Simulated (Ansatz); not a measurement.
# CH4NO+ (SMILES NC=[OH+]): one structure at several levels

One table from this session's results is given with a row withheld; the runs are named, their logs left out.

The runs use Ansatz 0.2.0, Gaussian basis; single points in def2-TZVPP.

Correlated methods freeze the cores.

**The system as given**

SMILES `NC=[OH+]`, 7 atoms, charge 1, spin multiplicity 1.

Atoms are counted from 1 here; the program's logs count them from 0.

Bond lengths: N1–C2 1.251 Å, N1–H4 1.049 Å, N1–H5 1.070 Å, C2–O3 1.370 Å, C2–H6 1.282 Å, O3–H7 1.174 Å. Angles: C2–N1–H4 128.4°, C2–N1–H5 115.8°, H4–N1–H5 115.8°, N1–C2–O3 112.6°, N1–C2–H6 130.9°, O3–C2–H6 116.2°, C2–O3–H7 119.7°.

As a file:

```xyz
7

N    -0.8478    0.3003   -0.4664
C     0.1678    0.2136    0.2582
O     0.8317   -0.9741    0.0960
H    -1.2111   -0.3923   -1.1657
H    -1.4161    1.2007   -0.3649
H     0.6191    0.9947    1.1694
H     1.8643   -1.1410    0.6285
```

The first run:

run/in.yaml

```yaml
crystal:
  periodic: [false, false, false]
  atoms:
    - {symbol: N, position_ang: [-0.847800, 0.300300, -0.466400]}
    - {symbol: C, position_ang: [0.167800, 0.213600, 0.258200]}
    - {symbol: O, position_ang: [0.831700, -0.974100, 0.096000]}
    - {symbol: H, position_ang: [-1.211100, -0.392300, -1.165700]}
    - {symbol: H, position_ang: [-1.416100, 1.200700, -0.364900]}
    - {symbol: H, position_ang: [0.619100, 0.994700, 1.169400]}
    - {symbol: H, position_ang: [1.864300, -1.141000, 0.628500]}
basis:
  gaussian: {orbitals: def2-TZVPP}
total_charge: 1
correlation: {method: ccsd_t}
output: {forces: true}
```

The command line of these runs was not kept.

Steps of the session up to this table: CCSD(T)/def2-TZVPP; PBE0-D4/def2-TZVPP; wB97M-V/def2-TZVPP; r2SCAN-D4/def2-TZVPP; PBE-D4/def2-TZVPP; BHLYP-D4/def2-TZVPP; SPW92/def2-TZVPP.

One table of the session follows, with a row left open; its other results are not shown here.

| method | RMS force component (eV/Å) | angle to CCSD(T) forces (°) |
| --- | --- | --- |
| CCSD(T) | 2.685 | reference |
| PBE0-D4 | 2.633 | 4.9 |
| wB97M-V | 2.629 | 3.4 |
| r2SCAN-D4 | 2.607 | 2.1 |
| PBE-D4 | 2.542 | 2.7 |
| BHLYP-D4 | 2.719 | 8.8 |
| SPW92 | ? | ? |

**Question.** Estimate the row for SPW92.

As computed: RMS force component (eV/Å): 2.406; angle to CCSD(T) forces (°): 7.3. In the column «RMS force component (eV/Å)» it is the lowest.
